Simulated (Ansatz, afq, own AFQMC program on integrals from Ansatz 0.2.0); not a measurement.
CH₅Al, singlet in 6-31G along one coordinate

```xyz
7

Al    0.0000    0.0002    0.6566
C     0.0000   -0.0066   -1.2942
H     0.0000    1.3841    1.4409
H     0.0000   -1.3526    1.4928
H     0.0000   -1.0105   -1.7238
H    -0.8749    0.5268   -1.6821
H     0.8749    0.5268   -1.6821
```

The Al1–C2 distance is changed with both sides rigid. Energies in kJ/mol count from this geometry (1.951 Å) at the same level; the start stands on RHF, each point on the determinant named.

Basis 6-31G. Only valence electrons are correlated. Ansatz 0.2.0 and our own AFQMC program on the same integrals; the CISD trial comes from CCSD amplitudes, and released means the phaseless constraint is let go. Error bars are statistical, one sigma.

Cautions, each for one point or more: (T) is large; cluster runs in doubt by the program's own checks; higher spins were not checked; restricted determinant unstable towards unrestricted; strong correlation.

```json
{"r(Al1–C2) / Å": "1.773", "det.": "RHF", "T1": "0.009", "weight": "0.92", "PBE": "38.8", "wB97M-V": "36.0", "CCSD(T)": "46.6"}
{"r(Al1–C2) / Å": "2.157", "det.": "RHF", "T1": "0.009", "weight": "0.91", "PBE": "15.2", "wB97M-V": "20.0", "CCSD(T)": "9.8"}
{"r(Al1–C2) / Å": "2.658", "det.": "RHF", "T1": "0.011", "weight": "0.89", "PBE": "133.1", "wB97M-V": "155.1", "CCSD(T)": "122.6"}
{"r(Al1–C2) / Å": "3.521", "det.": "RHF", "T1": "0.022", "weight": "0.80", "PBE": "312.9§", "wB97M-V": "357.8§", "CCSD(T)": "281.7"}
{"r(Al1–C2) / Å": "5.138", "det.": "RHF¶", "T1": "0.040", "weight": "0.56", "PBE": "376.3§", "wB97M-V": "403.0§", "CCSD(T)": "318.7"}
```

Problem. Estimate the curve of phaseless AFQMC with a CISD trial, counted from the same start.

Solution. 
```
r(Al1–C2) / Å  det.     T1  weight  ph-AFQMC/CISD  released AFQMC  CCSDT(Q)
        1.773   RHF  0.009    0.92     48.0 ± 1.0      47.8 ± 0.8         –
        2.157   RHF  0.009    0.91     11.5 ± 0.9       9.7 ± 0.9       9.6
        2.658   RHF  0.011    0.89    120.3 ± 1.7               –     121.7
        3.521   RHF  0.022    0.80    281.4 ± 2.0    278.4 ± 3.1*     279.3
        5.138  RHF¶  0.040    0.56    342.2 ± 3.5    336.0 ± 4.8*     334.0
```

Weight is that of the determinant in the CISD state; at the start T1 is 0.009 and the weight 0.92. ¶ marks points with a poor determinant and no full CI, where no value is sure; they don't count among the departures. An asterisk marks released energies that aren't shown to be converged. A dash marks a missing value, a released energy that hasn't settled or a functional that sits on another state. § marks a functional whose ⟨S²⟩ is too high by over 0.1. Largest departures from phaseless AFQMC with a CISD trial: CCSD(T) 2.3 kJ/mol at 2.658 (on RHF) (within the noise), released AFQMC -1.8 kJ/mol at 2.157 (on RHF) (within the noise), CCSDT(Q) -2.2 kJ/mol at 3.521 (on RHF) (within the noise), PBE 12.8 kJ/mol at 2.658, wB97M-V 34.8 kJ/mol at 2.658. The walk's constraint bias lies outside its error bars, so these are departures and not errors. Functionals count only at points shown to share the start's state and spin. In this small basis the wave-function levels are far from their limit, so their gap to the functionals isn't the functionals' error.

CCSDT and higher add their correlation energy to the determinant of the CCSD(T) run, since their own runs factorise the integrals more tightly (a shift of under 2 meV). A walk keeps the symmetry of its determinant, which the program's search chose and which needn't be the lowest solution, so a lower state of the same spin and another symmetry isn't excluded.
